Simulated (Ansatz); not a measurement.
System: K2Cd3S4 (Pnma, No. 62; cell taken from a computed entry). Method: r²SCAN (PAW; Ansatz, a quantum-chemistry and plane-wave program).

Input:

Ansatz 0.2 input:
```yaml
crystal:
  lattice:
    - [13.7449776639, 0.0, 0.0]
    - [0.0, 10.1501501282, 0.0]
    - [0.0, 0.0, 6.6213603899]
  atoms:
    - { symbol: K, position: [0.4682584232, 0.25, 0.0175748574] }
    - { symbol: K, position: [0.5317415768, 0.75, 0.9824251426] }
    - { symbol: K, position: [0.0317415768, 0.75, 0.5175748574] }
    - { symbol: K, position: [0.9682584232, 0.25, 0.4824251426] }
    - { symbol: K, position: [0.0, 0.0, 0.0] }
    - { symbol: K, position: [0.5, 0.0, 0.5] }
    - { symbol: K, position: [0.5, 0.5, 0.5] }
    - { symbol: K, position: [0.0, 0.5, 0.0] }
    - { symbol: Cd, position: [0.2516055538, 0.0921073086, 0.342342091] }
    - { symbol: Cd, position: [0.7483944462, 0.9078926914, 0.657657909] }
    - { symbol: Cd, position: [0.2483944462, 0.9078926914, 0.842342091] }
    - { symbol: Cd, position: [0.7516055538, 0.0921073086, 0.157657909] }
    - { symbol: Cd, position: [0.7516055538, 0.4078926914, 0.157657909] }
    - { symbol: Cd, position: [0.2483944462, 0.5921073086, 0.842342091] }
    - { symbol: Cd, position: [0.7483944462, 0.5921073086, 0.657657909] }
    - { symbol: Cd, position: [0.2516055538, 0.4078926914, 0.342342091] }
    - { symbol: Cd, position: [0.7030173481, 0.25, 0.7179087703] }
    - { symbol: Cd, position: [0.2969826519, 0.75, 0.2820912297] }
    - { symbol: Cd, position: [0.7969826519, 0.75, 0.2179087703] }
    - { symbol: Cd, position: [0.2030173481, 0.25, 0.7820912297] }
    - { symbol: S, position: [0.1343767218, 0.0324388748, 0.6219300352] }
    - { symbol: S, position: [0.8656232782, 0.9675611252, 0.3780699648] }
    - { symbol: S, position: [0.3656232782, 0.9675611252, 0.1219300352] }
    - { symbol: S, position: [0.6343767218, 0.0324388748, 0.8780699648] }
    - { symbol: S, position: [0.6343767218, 0.4675611252, 0.8780699648] }
    - { symbol: S, position: [0.3656232782, 0.5324388748, 0.1219300352] }
    - { symbol: S, position: [0.8656232782, 0.5324388748, 0.3780699648] }
    - { symbol: S, position: [0.1343767218, 0.4675611252, 0.6219300352] }
    - { symbol: S, position: [0.8578412524, 0.25, 0.9272306442] }
    - { symbol: S, position: [0.1421587476, 0.75, 0.0727693558] }
    - { symbol: S, position: [0.6421587476, 0.75, 0.4272306442] }
    - { symbol: S, position: [0.3578412524, 0.25, 0.5727693558] }
    - { symbol: S, position: [0.855317912, 0.75, 0.8640184586] }
    - { symbol: S, position: [0.144682088, 0.25, 0.1359815414] }
    - { symbol: S, position: [0.644682088, 0.25, 0.3640184586] }
    - { symbol: S, position: [0.355317912, 0.75, 0.6359815414] }
basis:
  ecutwfc: 560
  ecutrho_ratio: 4
  xc_grid: 3
kpoints:
  mp_grid: { grid: [4, 4, 6] }
  band_path:
    path:
      - [0.0, 0.0, 0.0]
      - [0.5, 0.0, 0.0]
      - [0.5, 0.25, 0.0]
      - [0.5, 0.5, 0.0]
      - [0.0, 0.5, 0.0]
      - [0.0, 0.25, 0.0]
      - [0.0, 0.0, 0.125]
      - [0.0, 0.0, 0.25]
      - [0.0, 0.0, 0.375]
      - [0.0, 0.0, 0.5]
      - [0.5, 0.0, 0.5]
      - [0.5, 0.25, 0.5]
      - [0.5, 0.5, 0.5]
      - [0.0, 0.5, 0.5]
      - [0.0, 0.25, 0.5]
      - [0.5, 0.0, 0.125]
      - [0.5, 0.0, 0.25]
      - [0.5, 0.0, 0.375]
      - [0.0, 0.5, 0.125]
      - [0.0, 0.5, 0.25]
      - [0.0, 0.5, 0.375]
      - [0.5, 0.5, 0.125]
      - [0.5, 0.5, 0.25]
      - [0.5, 0.5, 0.375]
    npoints: 1
hamiltonian:
  xc: r2scan
  dispersion: none
  pseudopotentials: { kind: paw }
scf:
  occupations: { method: fermi_dirac, width: 0.01 }
  convergence: { dr2_threshold: 0.0000000036 }
output:
  forces: true
  stress: true
  eigenvalues: true
  write_bands: true
```

Problem. How many irreducible k-points, plane waves at Γ does the program set up, and what pressure does the run end with?

Solution. 36 irreducible k-points, 27847 plane waves at Γ; P = 1.35 GPa, so the cell is compressed on average and its volume would grow at this level.

The run printed, among other lines:

```
Crystal: 36 atoms, lattice volume = 923.770 Å³
Basis set: ecut = 560 eV, 27847 PW (Γ), exchange–correlation on 324×240×162 points (27 copies of the dense FFT grid, shifted against one another)
Bands: 245, of which v1, the nominal top of the filled ones, is band 204 counted from 1 (203 counted from 0)
Symmetry: 8 space group operations
Space group: Pnma (ITA 62), of the structure as read, at distance tolerance 9.7e-5 Å
k-points: 36 of 96
Functional: x = r2scan, c = r2scan; τ floored in thin density (d = 2e-4 eV/Å³)
SCF iter   1: F=—  HF=-126088.011895 eV  |F-HF|=—  |Δ(HF+E_count)|=         —  Δρ=5.41e-3  dr2=1.59e-1  dr2_τ=2.16e-1
SCF iter   2: F=—  HF=-126088.259643 eV  |F-HF|=—  |Δ(HF+E_count)|=   2.48e-1  Δρ=3.09e-3  dr2=5.46e-2  dr2_τ=5.66e-3
  ...
SCF iter   8: F=—  HF=-126088.267015 eV  |F-HF|=—  |Δ(HF+E_count)|=   6.91e-8  Δρ=7.10e-7  dr2=6.91e-9  dr2_τ=8.75e-10
SCF iter   9: F=-126088.267015 eV  HF=-126088.267015 eV  |F-HF|=0.00e0  |Δ(HF+E_count)|=   2.62e-9  Δρ=2.33e-7  dr2=6.50e-10  dr2_τ=6.33e-11
SCF 1 converged in 9 iterations: F = -126088.267015 eV  dr2 = 6.50e-10
SCF converged after 9 iterations
Free energy (F): -126088.267015 eV
  ...
  atom  12  Cd    -0.00270341    -0.06494083     0.01374062
  atom  13  Cd    -0.00270341     0.06494083     0.01374062
  atom  14  Cd     0.00270341    -0.06494083    -0.01374062
  atom  15  Cd     0.00270341    -0.06494083     0.01374062
  atom  16  Cd    -0.00270341     0.06494083    -0.01374062
  atom  17  Cd     0.00202277     0.00000000    -0.03999876
  atom  18  Cd    -0.00202277     0.00000000     0.03999876
  atom  19  Cd    -0.00202277     0.00000000    -0.03999876
  atom  20  Cd     0.00202277     0.00000000     0.03999876
  atom  21  S     -0.15018736    -0.05119421    -0.03152841
  atom  22  S      0.15018736     0.05119421     0.03152841
  atom  23  S      0.15018736     0.05119421    -0.03152841
  atom  24  S     -0.15018736    -0.05119421     0.03152841
  atom  25  S     -0.15018736     0.05119421     0.03152841
  atom  26  S      0.15018736    -0.05119421    -0.03152841
  atom  27  S      0.15018736    -0.05119421     0.03152841
  atom  28  S     -0.15018736     0.05119421    -0.03152841
  atom  29  S      0.17437292     0.00000000    -0.04318699
  atom  30  S     -0.17437292     0.00000000     0.04318699
  atom  31  S     -0.17437292    -0.00000000    -0.04318699
  atom  32  S      0.17437292     0.00000000     0.04318699
  atom  33  S      0.11952941     0.00000000     0.01736163
  atom  34  S     -0.11952941    -0.00000000    -0.01736163
  atom  35  S     -0.11952941     0.00000000     0.01736163
  atom  36  S      0.11952941     0.00000000    -0.01736163
--- Stress (GPa, compression-positive) ---
        1.375005       0.000000       0.000000
        0.000000       1.261381       0.000000
        0.000000       0.000000       1.417232
  P = ⅓ Tr σ = 1.3512 GPa (13.512 kbar)
```

The PAW data were made under PBE.

Note: cell and atoms aren't relaxed at this level (largest force component 0.17 eV/Å, pressure 1.4 GPa).
